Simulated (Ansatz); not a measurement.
# Bismuth, A7 rhombohedral: convergence with Fermi-Dirac smearing

Computed with Ansatz, r²SCAN, scalar-relativistic PAW, on the relaxed cell (a = 4.535 Å, c = 12.350 Å (c/a = 2.724); spin not included). Errors count from a run at 500 eV on a Γ-centred 14×14×14 mesh with Fermi-Dirac smearing of 0.1 eV, extrapolated to zero width. Fixed here: cutoff 500 eV, mesh 9×9×9. The SCF starts from atomic densities corrected by a trained network.

| width (eV) | E(σ→0) error (meV/atom) | F error (meV/atom) | P (GPa) | SCF iterations |
| --- | --- | --- | --- | --- |
| 0.01 | -3.9 | -3.9 | 0.01 | 6 |
| 0.03 | -3.9 | -4.1 | 0.01 | 7 |
| 0.1 | -3.8 | -5.6 | 0.01 | 7 |
| 0.2 | 0.8 | -13.7 | 0.05 | 7 |
| 0.3 | 12.1 | -37.0 | 0.18 | 7 |
| 0.6 | 67.0 | -234.7 | 1.28 | 6 |

Task: What does the run at 1.0 give (width)?

Result: E(σ→0) error (meV/atom): 132.0; F error (meV/atom): -820.1; P (GPa): 4.09; SCF iterations: 6.
